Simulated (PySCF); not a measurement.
# Two-dimensional NMR puzzle

Compound of formula C₂HFN₂O. Correlations simulated from computed shifts and couplings:

HSQC (one-bond C–H):
```csv
δH,δC,"$^{1}J$(C,H) (Hz)"
7.98,154.8,249
```

HMBC (two and three bonds, |J| ≥ 2.5 Hz):
```csv
δH,δC [abs. J in Hz]
7.98,174.5 [7.3]
```

Carbons without hydrogens: δ 174.5.

Theoretical values (PySCF): shieldings: GIAO PBE0/pcSseg-1, spin–spin couplings from B3LYP/pcJ-1, structure optimised with GFN2-xTB. Non-relativistic, gas phase, one conformer.

Shifts are taken against calculated references (same method and geometry level): $^{1}$H (31.72 ppm), $^{13}$C (186.93 ppm) vs TMS.

Exchangeable hydrogens are left out of these lists, and C,H couplings along chains are those of one rotamer, so weak HMBC peaks may be missing or extra.

Q: Work out the connectivity.

A: `n1nc(F)oc1`.

Numbering as in the mapped SMILES `[F:1][c:2]1[n:3][n:4][cH:5][o:6]1`; H(Xn) means a hydrogen on atom n.

1. δC 174.5 is C2, an aromatic carbon bearing fluorine.
2. δC 154.8 is C5, an aromatic CH between two ring heteroatoms (δH 7.98).
3. HMBC from δH 7.98 reaches the proton-free carbon C2.

The data come from this structure; uniqueness wasn't tested.

Common functionals overestimate the size of one-bond C–F couplings by tens of Hz; these are unscaled. Shifts are as computed. Against solution values, carbons near 30 ppm lie about +3 ppm off and those near 130 ppm about +5 ppm. Of 1211 compounds with measured shifts, 218 miss one by over three times the rms of a fit or turn the order of signals round; such compounds aren't used in these exercises.
